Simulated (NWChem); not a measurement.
System: SiH4; SMILES [SiH4]

Input file for NWChem:

```
start job
memory heap 200 mb stack 900 mb global 1100 mb
geometry units angstroms noautosym nocenter noautoz
  Si     0.000000     0.000000     0.000000
  H     -0.861779     0.861779     0.861806
  H      0.861779    -0.861779     0.861806
  H      0.861779     0.861779    -0.861806
  H     -0.861779    -0.861779    -0.861806
end
basis spherical
  * library 6-31g*
end
dft
  xc hfexch
  iterations 150
end
tddft
  cis
  nroots 6
  notriplet
end
task tddft energy
```

NWChem printed, in part:

```
             Northwest Computational Chemistry Package (NWChem) 7.3.0
             --------------------------------------------------------

                             Geometry "geometry" -> ""
                             -------------------------

 Output coordinates in angstroms (scale by  1.889725989 to convert to a.u.)

  No.       Tag          Charge          X              Y              Z
 ---- ---------------- ---------- -------------- -------------- --------------
    1 Si                  14.0000     0.00000000     0.00000000     0.00000000
    2 H                    1.0000    -0.86177900     0.86177900     0.86180600
    3 H                    1.0000     0.86177900    -0.86177900     0.86180600
    4 H                    1.0000     0.86177900     0.86177900    -0.86180600
    5 H                    1.0000    -0.86177900    -0.86177900    -0.86180600

 Effective nuclear repulsion energy (a.u.)      21.1556781745

  xc_inp: hfexch multiplicative factor not found.

                                 NWChem DFT Module
                                 -----------------

 Summary of "ao basis" -> "ao basis" (spherical)
 ------------------------------------------------------------------------------
       Tag                 Description            Shells   Functions and Types
 ---------------- ------------------------------  ------  ---------------------
 Si                          6-31g*                  8       18   4s3p1d
 H                           6-31g*                  2        2   2s

            General Information
            -------------------
          SCF calculation type: DFT
          Wavefunction type:  closed shell.
          No. of atoms     :     5
          No. of electrons :    18
           Alpha electrons :     9
            Beta electrons :     9
          Charge           :     0
          Spin multiplicity:     1
          Use of symmetry is: off; symmetry adaption is: off
          Maximum number of iterations: 150
          AO basis - number of functions:    26
                     number of shells:    16
          Convergence on energy requested:  1.00D-06
          Convergence on density requested:  1.00D-05
          Convergence on gradient requested:  5.00D-04

              XC Information
              --------------
                     Hartree-Fock (Exact) Exchange  1.000

      Superposition of Atomic Density Guess
      -------------------------------------

 Sum of atomic energies:        -290.81023768

      Non-variational initial energy
      ------------------------------

 Total energy =    -290.995423
 1-e energy   =    -444.264077
 2-e energy   =     132.112975
 HOMO         =      -0.429903
 LUMO         =       0.114728

   convergence    iter        energy       DeltaE   RMS-Dens  Diis-err
 ---------------- ----- ----------------- --------- --------- ---------
 d= 0,ls=0.0,diis     1   -291.2082759254 -3.12D+02  9.10D-03  4.91D-02
 d= 0,ls=0.0,diis     2   -291.2222513626 -1.40D-02  3.87D-03  3.42D-03
 d= 0,ls=0.0,diis     3   -291.2235354411 -1.28D-03  7.03D-04  8.65D-05
 d= 0,ls=0.0,diis     4   -291.2235649967 -2.96D-05  1.70D-04  2.76D-06
 d= 0,ls=0.0,diis     5   -291.2235662585 -1.26D-06  2.28D-05  4.87D-08
 d= 0,ls=0.0,diis     6   -291.2235662809 -2.24D-08  1.26D-06  2.00D-10

         Total DFT energy =     -291.223566280883
      One electron energy =     -445.241790228534
           Coulomb energy =      154.623944207299
    Exchange-Corr. energy =      -21.761398434164
 Nuclear repulsion energy =       21.155678174516

 Numeric. integr. density =        0.000000000000

                       DFT Final Molecular Orbital Analysis
                       ------------------------------------

 Vector    7  Occ=2.000000D+00  E=-4.840254D-01
              MO Center= -1.1D-09, -1.9D-10,  7.2D-15, r^2= 2.5D+00
   Bfn.  Coefficient  Atom+Function         Bfn.  Coefficient  Atom+Function
  ----- ------------  ---------------      ----- ------------  ---------------
     9      0.395568  1 Si pz                20      0.210647  2 H  s
    22      0.210647  3 H  s                 24     -0.210647  4 H  s
    26     -0.210647  5 H  s                 19      0.165718  2 H  s
    21      0.165718  3 H  s                 23     -0.165718  4 H  s
    25     -0.165718  5 H  s                  5     -0.163790  1 Si pz

 Vector    8  Occ=2.000000D+00  E=-4.840200D-01
              MO Center=  1.0D-09, -1.2D-10,  1.5D-01, r^2= 2.4D+00
   Bfn.  Coefficient  Atom+Function         Bfn.  Coefficient  Atom+Function
  ----- ------------  ---------------      ----- ------------  ---------------
     8      0.392723  1 Si py                20      0.234344  2 H  s
    22     -0.234344  3 H  s                 19      0.184358  2 H  s
    21     -0.184358  3 H  s                 24      0.183930  4 H  s
    26     -0.183930  5 H  s                  4     -0.162611  1 Si py
    23      0.144698  4 H  s                 25     -0.144698  5 H  s

 Vector    9  Occ=2.000000D+00  E=-4.840200D-01
              MO Center=  3.8D-11,  3.2D-10, -1.5D-01, r^2= 2.4D+00
   Bfn.  Coefficient  Atom+Function         Bfn.  Coefficient  Atom+Function
  ----- ------------  ---------------      ----- ------------  ---------------
     7      0.392723  1 Si px                24      0.234344  4 H  s
    26     -0.234344  5 H  s                 20     -0.183930  2 H  s
    22      0.183930  3 H  s                 23      0.184358  4 H  s
    25     -0.184358  5 H  s                  3     -0.162611  1 Si px
    19     -0.144698  2 H  s                 21      0.144698  3 H  s

 Vector   10  Occ=0.000000D+00  E= 1.667279D-01
              MO Center= -1.9D-10, -3.9D-10,  3.7D-01, r^2= 4.6D+00
   Bfn.  Coefficient  Atom+Function         Bfn.  Coefficient  Atom+Function
  ----- ------------  ---------------      ----- ------------  ---------------
    11      1.362317  1 Si px                24     -0.894968  4 H  s
    26      0.894968  5 H  s                 12      0.647199  1 Si py
    20      0.318489  2 H  s                 22     -0.318489  3 H  s
     7      0.118047  1 Si px                15      0.095822  1 Si d -1
    23     -0.084129  4 H  s                 25      0.084129  5 H  s

 Vector   11  Occ=0.000000D+00  E= 1.667279D-01
              MO Center=  1.7D-12, -8.4D-13, -3.7D-01, r^2= 4.6D+00
   Bfn.  Coefficient  Atom+Function         Bfn.  Coefficient  Atom+Function
  ----- ------------  ---------------      ----- ------------  ---------------
    12      1.362317  1 Si py                20     -0.894968  2 H  s
    22      0.894968  3 H  s                 11     -0.647199  1 Si px
    24     -0.318489  4 H  s                 26      0.318489  5 H  s
     8      0.118047  1 Si py                17     -0.095822  1 Si d  1
    19     -0.084129  2 H  s                 21      0.084129  3 H  s

 Vector   12  Occ=0.000000D+00  E= 1.667339D-01
              MO Center=  1.9D-10,  3.9D-10,  5.3D-14, r^2= 4.7D+00
   Bfn.  Coefficient  Atom+Function         Bfn.  Coefficient  Atom+Function
  ----- ------------  ---------------      ----- ------------  ---------------
    13      1.508306  1 Si pz                20     -0.671742  2 H  s
    22     -0.671742  3 H  s                 24      0.671742  4 H  s
    26      0.671742  5 H  s                  9      0.130676  1 Si pz
    14      0.106085  1 Si d -2              19     -0.063140  2 H  s
    21     -0.063140  3 H  s                 23      0.063140  4 H  s

[...]

                                NWChem TDDFT Module
                                -------------------

            General Information
            -------------------
           No. of orbitals :      52
            Alpha orbitals :      26
             Beta orbitals :      26
        Alpha frozen cores :       0
         Beta frozen cores :       0
     Alpha frozen virtuals :       0
      Beta frozen virtuals :       0
         Spin multiplicity :       1
    Number of AO functions :      26
        Use of symmetry is : off
      Symmetry adaption is : off
         Schwarz screening :  0.10D-07

              XC Information
              --------------
              Hartree-Fock (Exact) Exchange   1.00

             TDDFT Information
             -----------------
          Calculation type : CIS
         Wavefunction type : Restricted singlets
          No. of electrons :      18
           Alpha electrons :       9
            Beta electrons :       9
              No. of roots :       6
          Max subspacesize :    5200
            Max iterations :     100
               Target root :       1
           Target symmetry : none
      Symmetry restriction : off
                 Algorithm : Optimal
        Davidson threshold :  0.10D-03

    6 smallest eigenvalue differences (eV)
--------------------------------------------------------
  No. Spin  Occ  Vir  Irrep   E(Occ)    E(Vir)   E(Diff)
--------------------------------------------------------
    1    1    9   10 a        -0.484     0.167    17.708
    2    1    9   11 a        -0.484     0.167    17.708
    3    1    8   10 a        -0.484     0.167    17.708
    4    1    8   11 a        -0.484     0.167    17.708
    5    1    7   10 a        -0.484     0.167    17.708
    6    1    7   11 a        -0.484     0.167    17.708
--------------------------------------------------------

  Entering Davidson iterations
  Restricted singlet excited states

  Iter   NTrls   NConv    DeltaV     DeltaE      Time
  ----  ------  ------  ---------  ---------  ---------
    1      6       0     0.63E-01   0.10+100        0.1
    2     12       0     0.68E-01   0.28E-01        0.1
    3     18       0     0.56E-01   0.25E-01        0.1
    4     24       2     0.18E-01   0.67E-02        0.1
    5     28       2     0.22E-02   0.30E-03        0.1
    6     32       2     0.16E-02   0.12E-04        0.1
    7     36       4     0.49E-03   0.11E-05        0.1
    8     38       4     0.13E-03   0.46E-07        0.1
    9     40       6     0.79E-04   0.22E-08        0.1
  ----  ------  ------  ---------  ---------  ---------
  Convergence criterion met

  Ground state a        -291.223566280883 a.u.

  ----------------------------------------------------------------------------
  Root   1 singlet a              0.395913300 a.u.               10.7734 eV
  ----------------------------------------------------------------------------
     Transition Moments    X -0.00000   Y -0.00000   Z  0.00000
     Dipole Oscillator Strength                    0.0000000000
     Electric Quadrupole                           0.0000000000
     Magnetic Dipole                               0.0000081421
     Total Oscillator Strength                     0.0000081421

     Occ.    8  a   ---  Virt.   10  a        0.66111
     Occ.    8  a   ---  Virt.   11  a       -0.22170
     Occ.    8  a   ---  Virt.   16  a        0.10359
     Occ.    9  a   ---  Virt.   10  a       -0.22170
     Occ.    9  a   ---  Virt.   11  a       -0.66111
     Occ.    9  a   ---  Virt.   15  a       -0.10359
  ----------------------------------------------------------------------------
  Root   2 singlet a              0.395919762 a.u.               10.7735 eV
  ----------------------------------------------------------------------------
     Transition Moments    X -0.00001   Y  0.00003   Z  0.00000
     Dipole Oscillator Strength                    0.0000000003
     Electric Quadrupole                           0.0000000000
     Magnetic Dipole                               0.0000081416
     Total Oscillator Strength                     0.0000081419

     Occ.    7  a   ---  Virt.   10  a       -0.44060
     Occ.    7  a   ---  Virt.   11  a        0.54047
     Occ.    7  a   ---  Virt.   15  a        0.05483
     Occ.    7  a   ---  Virt.   16  a       -0.08791
     Occ.    8  a   ---  Virt.   12  a       -0.37233
     Occ.    8  a   ---  Virt.   17  a       -0.05532
     Occ.    9  a   ---  Virt.   12  a        0.58955
     Occ.    9  a   ---  Virt.   17  a        0.08759
  ----------------------------------------------------------------------------
  Root   3 singlet a              0.395919762 a.u.               10.7735 eV
  ----------------------------------------------------------------------------
     Transition Moments    X -0.00003   Y -0.00001   Z -0.00000
     Dipole Oscillator Strength                    0.0000000003
     Electric Quadrupole                           0.0000000000
     Magnetic Dipole                               0.0000081416
     Total Oscillator Strength                     0.0000081419

     Occ.    7  a   ---  Virt.   10  a        0.54047
     Occ.    7  a   ---  Virt.   11  a        0.44060
     Occ.    7  a   ---  Virt.   15  a        0.08791
     Occ.    7  a   ---  Virt.   16  a        0.05483
     Occ.    8  a   ---  Virt.   12  a       -0.58955
     Occ.    8  a   ---  Virt.   17  a       -0.08759
     Occ.    9  a   ---  Virt.   12  a       -0.37233
     Occ.    9  a   ---  Virt.   17  a       -0.05532
  ----------------------------------------------------------------------------
  Root   4 singlet a              0.406953285 a.u.               11.0738 eV
  ----------------------------------------------------------------------------
     Transition Moments    X -0.00000   Y  0.00000   Z  0.00000
     Dipole Oscillator Strength                    0.0000000000
     Electric Quadrupole                           0.0000024399
     Magnetic Dipole                               0.0000000000
     Total Oscillator Strength                     0.0000024399

     Occ.    8  a   ---  Virt.   10  a       -0.37453
     Occ.    8  a   ---  Virt.   11  a       -0.59282
     Occ.    8  a   ---  Virt.   15  a       -0.07599
     Occ.    9  a   ---  Virt.   10  a        0.59282
     Occ.    9  a   ---  Virt.   11  a       -0.37453
     Occ.    9  a   ---  Virt.   16  a        0.07599
  ----------------------------------------------------------------------------
  Root   5 singlet a              0.406961783 a.u.               11.0740 eV
  ----------------------------------------------------------------------------
     Transition Moments    X  0.00000   Y  0.00000   Z -0.00000
     Dipole Oscillator Strength                    0.0000000000
     Electric Quadrupole                           0.0000024401
     Magnetic Dipole                               0.0000000000
     Total Oscillator Strength                     0.0000024401

     Occ.    7  a   ---  Virt.   12  a        0.80957
     Occ.    7  a   ---  Virt.   17  a        0.09020
     Occ.    7  a   ---  Virt.   22  a       -0.05304
     Occ.    8  a   ---  Virt.   10  a       -0.12876
     Occ.    8  a   ---  Virt.   11  a       -0.38396
     Occ.    9  a   ---  Virt.   10  a       -0.38396
     Occ.    9  a   ---  Virt.   11  a        0.12876
  ----------------------------------------------------------------------------
  Root   6 singlet a              0.430946583 a.u.               11.7267 eV
  ----------------------------------------------------------------------------
     Transition Moments    X -0.00000   Y -0.00000   Z  0.00000
     Dipole Oscillator Strength                    0.0000000000
     Electric Quadrupole                           0.0000000000
     Magnetic Dipole                               0.0000000000
     Total Oscillator Strength                     0.0000000000

     Occ.    6  a   ---  Virt.   14  a       -0.08670
     Occ.    7  a   ---  Virt.   12  a       -0.57356
     Occ.    8  a   ---  Virt.   10  a       -0.18227
     Occ.    8  a   ---  Virt.   11  a       -0.54354
     Occ.    9  a   ---  Virt.   10  a       -0.54354
     Occ.    9  a   ---  Virt.   11  a        0.18227

              Target root =      1
          Target symmetry = none
      Ground state energy =   -291.223566280883
        Excitation energy =      0.395913300017
     Excited state energy =   -290.827652980866

  stored tddft:energy   -290.82765298086628
```

Level: Hartree-Fock/6-31G* (spherical d), CIS. Structure relaxed at the PBE0/def2-SVP level.
